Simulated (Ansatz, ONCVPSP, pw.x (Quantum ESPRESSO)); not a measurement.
**pw.x on bcc Ru: one setting changed**

Potential: optimised norm-conserving Vanderbilt (ONCV), ONCVPSP 4.0.1.1 (patched build), PBEsol; core [Ar] 3d10, reference 4s2 4p6 4d7 5s1; waves: 4s+5s: rc 1.86 bohr, ncon 4, nbas 8, qcut 6.1 1/bohr, 2 projectors; 4p: rc 1.92 bohr, ncon 4, nbas 8, qcut 7.1 1/bohr, 2 projectors, debl 2.9 Ha; 4d: rc 1.86 bohr, ncon 5, nbas 10, qcut 9.7 1/bohr, local; local part: the d channel; core correction: none.

The reference run (k-mesh 15³, cutoffs 70/280 Ry, Fermi–Dirac 0.01 Ry, mixing_beta 0.4, conv_thr 1e-9, no spin) gives 1.25 GPa at 13.768 Å³/atom, where all-electron LAPW gives 0.38 GPa. This run, with its own iteration cap, changes k-mesh points per axis to 3.

```
&control
  calculation='scf', prefix='x', pseudo_dir='./', outdir='./tmp', tstress=.true., disk_io='none'
/
&system
  ibrav=0, nat=1, ntyp=1, ecutwfc=70, ecutrho=280, nbnd=16,
  occupations='smearing', smearing='fd', degauss=0.01
/
&electrons
  conv_thr=1e-09, mixing_beta=0.4, electron_maxstep=50
/
ATOMIC_SPECIES
Ru 1.0 Ru.UPF
CELL_PARAMETERS angstrom
  -1.50986096 1.50986096 1.50986096
  1.50986096 -1.50986096 1.50986096
  1.50986096 1.50986096 -1.50986096
ATOMIC_POSITIONS crystal
Ru 0.0000 0.0000 0.0000
K_POINTS automatic
3 3 3 0 0 0
```

```bash
pw.x < Ru.scf.in > Ru.scf.out
```

Question: How does the run end?

Answer: It converges in 8 iterations; the free energy moves by +1.26 eV/atom and the pressure by +26.97 GPa.

```
Message from routine setup:
     using ibrav=0 with symmetry is DISCOURAGED, use correct ibrav instead
     lattice parameter (alat)  =       4.9419  a.u.
     unit-cell volume          =      92.9111 (a.u.)^3
     number of electrons       =        16.00
     number of Kohn-Sham states=           16
     kinetic-energy cutoff     =      70.0000  Ry
     charge density cutoff     =     280.0000  Ry
     scf convergence threshold =      1.0E-09
     Exchange-correlation= PBESOL
     number of k points=     4  Fermi-Dirac smearing, width (Ry)=  0.0100
     iteration #  1     ecut=    70.00 Ry     beta= 0.40
     total energy              =    -191.29581836 Ry
     estimated scf accuracy    <       0.13488918 Ry
     iteration #  2     ecut=    70.00 Ry     beta= 0.40
     total energy              =    -191.31004293 Ry
     estimated scf accuracy    <       0.00783791 Ry
     iteration #  3     ecut=    70.00 Ry     beta= 0.40
     total energy              =    -191.31037230 Ry
     estimated scf accuracy    <       0.00116749 Ry
     iteration #  4     ecut=    70.00 Ry     beta= 0.40
     total energy              =    -191.31044543 Ry
     estimated scf accuracy    <       0.00003214 Ry
     iteration #  5     ecut=    70.00 Ry     beta= 0.40
     total energy              =    -191.31045207 Ry
     estimated scf accuracy    <       0.00000476 Ry
     iteration #  6     ecut=    70.00 Ry     beta= 0.40
     total energy              =    -191.31045245 Ry
     estimated scf accuracy    <          9.1E-09 Ry
     iteration #  7     ecut=    70.00 Ry     beta= 0.40
     total energy              =    -191.31045246 Ry
     estimated scf accuracy    <          2.2E-09 Ry
     iteration #  8     ecut=    70.00 Ry     beta= 0.40
     the Fermi energy is    23.0689 ev
!    total energy              =    -191.31045246 Ry
     estimated scf accuracy    <          2.4E-11 Ry
     smearing contrib. (-TS)   =      -0.01547133 Ry
     The total energy is F=E-TS. E is the sum of the following terms:
     one-electron contribution =     -37.84976838 Ry
     hartree contribution      =      29.82733581 Ry
     xc contribution           =     -20.01094329 Ry
     ewald contribution        =    -163.26160526 Ry
     convergence has been achieved in   8 iterations
          total   stress  (Ry/bohr**3)                   (kbar)     P=      282.17
     Message from routine punch:
     Nothing written, as per user request (disk_io='none')
```

The run took about 1.7 s on one core of a shared host (Neoverse-N1, 64 threads, 124 GiB, load 53).
